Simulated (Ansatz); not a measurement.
Ansatz input

```yaml
crystal:
  lattice:
    - [4.4024362365, 0.0, 0.0]
    - [0.0, 4.4024362365, 0.0]
    - [0.0, 0.0, 4.4024362365]
  atoms:
    - { symbol: Eu, position: [0.0, 0.0, 0.0], spin: 6.89 }
    - { symbol: Eu, position: [0.5, 0.5, 0.5], spin: -6.89 }
hamiltonian:
  xc: pbe
  pseudopotentials:
    kind: paw
    azcp:
      Eu: "pseudopotentials/Eu.paw.azcp"
basis:
  ecutwfc: 420
  fft_grid_basis: typed
kpoints:
  mp_grid: { grid: [4, 4, 4], shift: [0, 0, 0] }
magnetization:
  spin_polarized: true
scf:
  occupations: { method: fermi_dirac, width: 0.1 }
```

Output

```
band count auto-derived: 30 (N_el = 34.0; filled up to band 17; 29 by the electrons, moments and atoms)
Engine: ansatz 0.2.0, x86_64-unknown-linux-gnu
Pseudopotentials: kind: paw
Pseudopotential: Eu, paw, valence charge 17, recommended cutoff 420 eV (normal) 
Functional definition: PBE
  parameter kappa = 0.804
  parameter beta = 0.06672455060314922
  exchange = pbe_x(kappa = kappa, mu = beta*pi^2/3)
  correlation = pbe_c(beta = beta)
Crystal: 2 atoms, lattice volume = 85.326 Å³
Basis set: ecut = 420 eV, 1743 PW (Γ)
Bands: 30, of which v1, the nominal top of the filled ones, is band 17 counted from 1 (16 counted from 0)
Symmetry: 48 space group operations
Space group: Pm-3m (ITA 221), of the structure as read, at distance tolerance 4.4e-5 Å
Magnetic group: BNS 221.97 (UNI 1599), of the structure as read, at distance tolerance 4.4e-5 Å
k-points: 10 of 64
Non-local potential: Eu, projectors of the file, l = 0: 3, l = 1: 2, l = 2: 2, l = 3: 3
PAW form: soft (Blöchl's): semilocal exchange-correlation on the pseudo side does not see the compensation charge
PAW one-centre angular grid: Eu, 590 points (default); XC on 64 Gauss nodes
Initial density: superposition of atomic densities (chi_scale 0.1, normalization cell)
Starting moments: Σ|m| = 13.78 μB on 2 of 2 sites
Starting magnetic order: antiferromagnet; a translation exchanges its spin sublattices: spin-degenerate at every k-point
Initial wavefunctions: pseudopotential atomic-orbital guess
Functional: x = pbe(κ = 0.804, μ = 0.2195149727645171), c = pbe(β = 0.06672455060314922)
iter 1 solved again at ethr=1.68e-3 eV; its pass at ethr=3.10e-3 eV (dr2=5.72e-1 eV) is discarded
SCF iter   1: F=—  HF=-17531.054004 eV  |F-HF|=—  |Δ(HF+E_count)|=         —  Δρ=3.50e-2 (↑3.50e-2 ↓3.50e-2)  dr2=5.76e-1  dr2_m=7.75e-1  M=0.000 μB ∫|m|=13.548 μB  β_m=0.30  ethr=1.68e-3  ⟨swp⟩=1.0  Hψ=1456  notcnv=0
Mixer restart at iter 1: flushing history
spin=Collinear: Kerker preconditioning applied to the charge; magnetization (m = ρ↑ − ρ↓) channel mixes plain (no charge-response kernel on spin).
SCF iter   2: F=—  HF=-17531.606351 eV  |F-HF|=—  |Δ(HF+E_count)|=   5.52e-1  Δρ=2.23e-2 (↑2.23e-2 ↓2.23e-2)  dr2=1.96e-1  dr2_m=3.28e-1  M=0.000 μB ∫|m|=13.537 μB  β_m=0.47  ethr=1.68e-3  ⟨swp⟩=3.5  Hψ=597  notcnv=0
SCF iter   3: F=—  HF=-17532.349052 eV  |F-HF|=—  |Δ(HF+E_count)|=   7.43e-1  Δρ=1.17e-2 (↑1.17e-2 ↓1.17e-2)  dr2=1.21e-1  dr2_m=7.27e-2  M=0.000 μB ∫|m|=13.632 μB  β_m=0.71  ethr=5.78e-4  ⟨swp⟩=3.2  Hψ=721  notcnv=0  defer=16
SCF iter   4: F=—  HF=-17532.856630 eV  |F-HF|=—  |Δ(HF+E_count)|=   5.08e-1  Δρ=4.60e-3 (↑4.60e-3 ↓4.60e-3)  dr2=6.97e-2  dr2_m=4.02e-3  M=0.000 μB ∫|m|=13.816 μB  β_m=0.86  ethr=3.57e-4  ⟨swp⟩=4.2  Hψ=775  notcnv=0  defer=16
SCF iter   5: F=—  HF=-17532.927889 eV  |F-HF|=—  |Δ(HF+E_count)|=   7.13e-2  Δρ=1.03e-3 (↑1.03e-3 ↓1.03e-3)  dr2=4.52e-3  dr2_m=8.03e-5  M=0.000 μB ∫|m|=13.919 μB  β_m=0.93  ethr=2.05e-4  ⟨swp⟩=3.0  Hψ=713  notcnv=0  defer=34
SCF iter   6: F=—  HF=-17532.928183 eV  |F-HF|=—  |Δ(HF+E_count)|=   2.95e-4  Δρ=8.95e-4 (↑8.95e-4 ↓8.95e-4)  dr2=1.63e-3  dr2_m=3.22e-4  M=0.000 μB ∫|m|=13.899 μB  β_m=0.96  ethr=1.33e-5  ⟨swp⟩=2.1  Hψ=553  notcnv=0  defer=33
SCF iter   7: F=—  HF=-17532.928720 eV  |F-HF|=—  |Δ(HF+E_count)|=   5.36e-4  Δρ=6.58e-5 (↑6.58e-5 ↓6.58e-5)  dr2=8.67e-6  dr2_m=8.81e-7  M=0.000 μB ∫|m|=13.903 μB  β_m=0.98  ethr=4.79e-6  ⟨swp⟩=2.1  Hψ=565  notcnv=0  defer=34
SCF iter   8: F=—  HF=-17532.928723 eV  |F-HF|=—  |Δ(HF+E_count)|=   3.17e-6  Δρ=1.37e-5 (↑1.37e-5 ↓1.37e-5)  dr2=2.74e-7  dr2_m=1.83e-8  M=0.000 μB ∫|m|=13.904 μB  β_m=0.99  ethr=2.55e-8  ⟨swp⟩=2.3  Hψ=487  notcnv=0  defer=34
SCF iter   9: F=—  HF=-17532.928723 eV  |F-HF|=—  |Δ(HF+E_count)|=   1.71e-8  Δρ=1.37e-5 (↑1.37e-5 ↓1.37e-5)  dr2=3.02e-7  dr2_m=6.92e-8  M=0.000 μB ∫|m|=13.904 μB  β_m=0.99  ethr=8.06e-10  ⟨swp⟩=2.0  Hψ=487  notcnv=0  defer=34
SCF iter  10: F=—  HF=-17532.928723 eV  |F-HF|=—  |Δ(HF+E_count)|=   5.21e-7  Δρ=1.94e-6 (↑1.94e-6 ↓1.94e-6)  dr2=4.24e-9  dr2_m=1.57e-9  M=0.000 μB ∫|m|=13.904 μB  β_m=1.00  ethr=8.06e-10  ⟨swp⟩=2.0  Hψ=488  notcnv=0  defer=34
SCF iter  11: F=-17532.928723 eV  HF=-17532.928723 eV  |F-HF|=1.49e-8  |Δ(HF+E_count)|=   8.15e-9  Δρ=3.15e-6 (↑3.15e-6 ↓3.15e-6)  dr2=1.51e-8  dr2_m=3.86e-9  M=0.000 μB ∫|m|=13.904 μB  ethr=1.25e-11  ⟨swp⟩=7.4  Hψ=1314  notcnv=0
SCF 1 converged in 11 iterations: F = -17532.928723 eV  dr2 = 1.51e-8
SCF converged after 11 iterations
Magnetization: 0.0000 μB (17.0000 up, 17.0000 down)
Absolute magnetization: 13.9040 μB (∫|ρ↑−ρ↓|, with the PAW one-centre terms)
Spin contamination: 6.8726 ħ² per cell (⟨S²⟩ above its minimum at these occupations)
Per-site moments (μB) at R_I (Å): [(6.885738727378362, 1.5727064179819399), (-6.885738727378362, 1.5727064179819399)]
Free energy (F): -17532.928723 eV
Harris-Foulkes:  -17532.928723 eV  (|F-HF|=1.49e-8)
Internal energy: -17532.792514 eV  (E = F + TS)
E sigma→0 (E₀):  -17532.860618 eV
Entropy (-TS):   -0.136210 eV (-68.105 meV/atom)
Fermi energy:    9.025123 eV
--- Per-component energies (eV) ---
  E_band       = -95.997888
  E_kinetic    = 699.770947
  E_local      = -4327.858086  (includes V_loc(G=0)·N_el)
  E_nonlocal   = 948.201207
  E_hartree    = 1715.928131
  E_xc         = -352.616628
  E_vxc        = -403.217179  (∫ρ·V_xc dr)
  E_paw        = -12776.154390  (= ΣΔE_a)
  E_vpaw       = -444.741060  (= ΣTr[D̂ρ^β])
  E_aug_tail   = -0.000000  (compensation charges beyond the density's cutoff)
  E_ewald      = -3440.063693
  E_smearing   = -0.136210  (= −TS)
  E_closure    = -0.000000  (closes the sum)
  Σ components = -17532.928723   (vs F -17532.928723, Δ=0.00e0)
```

The f occupation was not exhaustively searched.
